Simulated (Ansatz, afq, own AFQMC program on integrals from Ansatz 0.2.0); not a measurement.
# Atomization energy of HO, doublet

```xyz
2

O     0.0000    0.0000    0.0000
H     0.0000    0.0000    0.9731
```

Atoms in their ground-state spins without spin–orbit coupling (mostly on UHF) minus the molecule (ROHF), without zero-point energy. The geometry is a stationary point, not shown to be a minimum.

Basis cc-pVDZ. Noble-gas cores (and the filled d shells of Ga–Kr and In–Xe) are frozen. Ansatz 0.2.0 and our own AFQMC program on the same integrals; the CISD trial comes from CCSD amplitudes, and released means the phaseless constraint is let go. Uncertainties: one standard error, sampling alone. The errors of all members are added in quadrature.

Full CI is exact in this basis; where marked, its frozen core comes from its own orbitals, which moves totals by up to a few meV.

The best estimate is CCSD(T) at the basis-set limit (CBS: def2-TZVPP and def2-QZVPP, with their diffuse functions for anions and beside diffuse sets, CCSD(T) itself extrapolated) plus the step from CCSD(T) to full CI in cc-pVDZ. Rows without CBS are in cc-pVDZ, the functionals in def2-TZVP; B2PLYP and the wave-function rows carry a basis error of their own. Core correlation and relativity beyond core potentials are missing, and ± holds the sampling alone.

Cautions: HO (doublet): full CI with its own frozen core.

Best estimate: 107.4 kcal/mol.

```
         level  atomization energy (kcal/mol)  error against the best estimate (kcal/mol)
            HF                           61.8                                       -45.6
           MP2                           93.8                                       -13.6
          CCSD                           93.5                                       -13.9
       CCSD(T)                           94.2                                       -13.2
         CCSDT                           94.2                                       -13.2
      CCSDT(Q)                           94.3                                       -13.1
        CCSDTQ                           94.3                                       -13.1
 ph-AFQMC/CISD                    94.3 ± 0.06                                -13.1 ± 0.06
released AFQMC                    94.3 ± 0.08                                -13.1 ± 0.08
           FCI                           94.3                                       -13.1
   CCSD(T)/CBS                          107.3                                        -0.1
           PBE                          108.2                                         0.8
        r2SCAN                          106.9                                        -0.5
          PBE0                          104.1                                        -3.3
         B3LYP                          106.5                                        -0.9
       wB97M-V                          105.9                                        -1.5
        B2PLYP                          104.0                                        -3.4
```

Correlation beyond CCSD(T) adds 0.1 kcal/mol. Going to the basis-set limit adds 13.1 kcal/mol at CCSD(T). The perturbative (T) step is worth +0.6 kcal/mol. The functionals spread over 4.1 kcal/mol; r2SCAN and PBE come nearest and B2PLYP is 3.4 kcal/mol too low.

Best estimates are given only where the step beyond CCSD(T) is under 0.3 eV and no member's determinant is very poor (T1 over 0.05, or 0.07 for open shells, ⟨S²⟩ too high by 0.3, two states mixed), so the hardest cases are missing from such tables.

The functionals ran in a triple-zeta set and keep a basis error of their own, a few kJ/mol for each bond in atomization energies and more for double hybrids, so close places among them and the extrapolated levels can swap.

CCSDT and higher add their correlation energy to the determinant of the CCSD(T) run, since their own runs factorise the integrals more tightly (a shift of under 2 meV). Each member of a difference takes its own highest rung, so a best estimate needn't equal the limit plus the step of one row. A walk keeps the symmetry of its determinant, which the program's search chose and which needn't be the lowest solution, so a lower state of the same spin and another symmetry isn't excluded. Released energies are given only where the last usable release times agree within the noise; a slower fall can still hide under it.
